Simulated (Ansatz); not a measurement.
`FC1C=CCC1` + H₂ → `C1=CCCC1` + H–F  (hydrogenolysis of a C–F bond)

Program: Ansatz. Geometries: PBE0-D4/def2-TZVP. ΔE: electronic, gas phase. CCSD(T)/CBS adds triple-zeta CCSD(T) − MP2 to the extrapolated MP2 energy (def2 sets, frozen cores). This one scheme is used for every species. Functionals use def2-TZVPP.

```json
{"level": "r2SCANh-D4", "ΔE (kcal/mol)": "-18.0"}
{"level": "CCSD/def2-SVP", "ΔE (kcal/mol)": "-19.4"}
```

What does CCSD(T)/CBS give? (An estimate is asked.)

The calculation gave: -21.0 kcal/mol. The listed levels differ from it by 3.0, 1.6 kcal/mol.

Largest T1 diagnostic among the species: 0.011.

From PBE to PBE0 (25 % exact exchange), in def2-TZVPP and without D4, ΔE moves by −1.9 kcal/mol. Leaving LDA and LC-ωPBE aside and taking each functional with its dispersion term where it has one, the values, not all of them listed here, spread over 5.0 kcal/mol, from PBE-QIDH to BLYP-D4. At CCSD(T), def2-SVP lies +2.2 kcal/mol from the extrapolated value and def2-TZVPP +0.5 kcal/mol.
